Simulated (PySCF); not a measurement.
Computed properties of carbon disulfide (CS2), SMILES S=C=S

carbon disulfide (CS₂), SMILES S=C=S. Geometry optimised at PBE0-D3(BJ)/def2-TZVP. One conformer was computed; it need not be the lowest. All values are computed for the isolated molecule unless a solvent is named; none is compared with measurement here.

**Structure.** The optimised structure has D∞h symmetry. All 4 harmonic modes at PBE0-D3(BJ)/def2-TZVP (PySCF) are real, so it is a minimum. With heavy atoms numbered as in [S:1]=[C:2]=[S:3], the shortest bond between them is S1–C2 at 1.548 Å and the longest C2–S3 at 1.548 Å.

**Vibrations.** The strongest infrared lines (harmonic, unscaled, degenerate partners summed) lie at 1598 cm⁻¹ (695 km/mol, C 84 %, S 16 %), 413 cm⁻¹ (6 km/mol, C 84 %, S 16 %). The softest mode is at 413 cm⁻¹ and the zero-point energy is 4.5 kcal/mol.

**Electronic structure.** ωB97X/def2-TZVPD (PySCF) places the frontier levels at -9.96 and -0.05 eV, a gap of 9.91 eV, and gives a dipole moment of 0.00 D and a mean polarisability of 55.6 bohr³.

**Excitations.** TDA-M06-2X/def2-TZVPD (PySCF) has S1 at 3.65 eV (339 nm, f = 0.000, dark); the most intense of the 10 singlets computed lies at 7.02 eV (f = 1.11). Strengths of degenerate partners are summed. T1 (TDA) is at 3.28 eV, 0.37 eV under S1. No vertical singlet excitation falls in the visible range (under 3.1 eV).

**NMR.** GIAO shifts at KT2/pcSseg-2 (PySCF) (non-relativistic, atoms alike by connectivity averaged): ¹³C at 190.1 ppm against TMS.
